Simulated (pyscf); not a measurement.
Optimised with ωB97X-D3(BJ)/def2-SVP in PySCF. MP2 and CC: frozen core, UHF for open shells. ΔMP2 is the change of the MP2 total energy from the triple- to the quadruple-zeta basis.

SMILES: CCN
```xyz
10

C     -1.5838     0.7432    -0.3080
C     -0.1587     0.1987    -0.4291
N      0.1073    -1.0354     0.2999
H     -2.3190     0.0086    -0.6787
H     -1.8334     0.9644     0.7439
H     -1.7149     1.6721    -0.8873
H      0.5587     0.9626    -0.0822
H      0.0814     0.0268    -1.4928
H     -0.0853    -0.9029     1.2926
H     -0.5280    -1.7693    -0.0127
```

**Question.** List the bond dissociation enthalpies at 298 K of H₃C–CH₂–NH₂ (SMILES CCN) from CCSD(T)/def2-TZVPP + ΔMP2(QZVPP), from the weakest bond up.

**Answer.** C–C to CH₃• + •H₂C–NH₂: 343.7 kJ/mol; C–N to •H₂C–CH₃ + NH₂•: 352.8 kJ/mol; C–H to H₃C–CH•–NH₂ + H•: 384.4 kJ/mol; H–N to H₃C–CH₂–NH• + H•: 418.8 kJ/mol; C–H to •H₂C–CH₂–NH₂ + H•: 424.7 kJ/mol. Ring and multiple bonds, and those that leave no two simple radicals, are not listed. •H₂C–CH₂–NH₂ lies 46.7 kJ/mol over its isomer H₃C–CH•–NH₂, and others may lie lower still (electronic energy, ωB97M-D3(BJ)). H₃C–CH₂–NH• lies 37.3 kJ/mol over its isomer H₃C–CH•–NH₂, and others may lie lower still (electronic energy, ωB97M-D3(BJ)). Other isomers of •H₂C–NH₂, •H₂C–CH₃, H₃C–CH•–NH₂ were not searched in full and may lie lower. The CCSD(T) − MP2 part came from Ansatz, without density fitting, on the same reference.
